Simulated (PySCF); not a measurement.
# Accurate constants of BP+, step by step

The task here is to estimate one member of a computed series from the others.

Method: CCSD(T) on ROHF, no relativity in the base curves; scalar relativity is added as a correction; program: PySCF 2.14.0.

Set-up of the first run:

```yaml
molecule: BP+
state: quartet, unpaired electrons σ ↑, π ↑↑
smaller_basis: B cc-pVTZ, P cc-pV(T+d)Z
larger_basis: B cc-pVQZ, P cc-pV(Q+d)Z
frozen_core_orbitals: 6
extrapolation: correlation as n⁻³ (n = 3, 4), Hartree–Fock as (n+1)·exp(−9√n)
corrections: core–valence correlation, scalar relativity
distances_Å: 1.6328, 1.7071, 1.7813, 1.8555, 1.9297, 2.0225, 2.1153
masses_u: 11.0093, 30.9738
dissociation_limit: B+ + P
```

Run with:

```sh
OMP_NUM_THREADS=4 python comp.py task.json out
```

One table of the session follows, with a row left open; its other results are not shown here.

```
               level  Re (Å)  ωe (cm⁻¹)  ωexe (cm⁻¹)  αe (cm⁻¹)  De (eV)
CCSD(T)/cc-pVTZ(-PP)  1.8749      699.2         10.1    0.00864    2.067
CCSD(T)/cc-pVQZ(-PP)  1.8659      714.3         9.82    0.00843    2.151
              HF/CBS       ?          ?            ?          ?        ?
             MP2/CBS  1.8357      811.0         8.18    0.00632    2.412
            CCSD/CBS  1.8497      738.1         11.5    0.00891    2.048
         CCSD(T)/CBS  1.8605      724.6         9.70    0.00828    2.202
      CCSD(T)/CBS+CV  1.8541      732.3         9.59    0.00823    2.250
   CCSD(T)/CBS+CV+SR  1.8542      730.7         9.56    0.00824    2.250
```

Q: Estimate the row for HF/CBS from the others.

The run gave: Re (Å): 1.8199; ωe (cm⁻¹): 816.6; ωexe (cm⁻¹): 11.2; αe (cm⁻¹): 0.00805; De (eV): 1.795. In the column «Re (Å)» it is the lowest.

**Reading.** The last step gives Re = 1.8542 Å, ωe = 730.7 cm⁻¹ and De = 2.250 eV; the smaller basis alone is off from it by +20.7 mÅ and -0.18 eV. Near the minimum the mean field binds by 1.78 eV and correlation adds 0.42 eV of binding. T1 is 0.034. Spin–orbit coupling and excitations beyond (T) are left out.
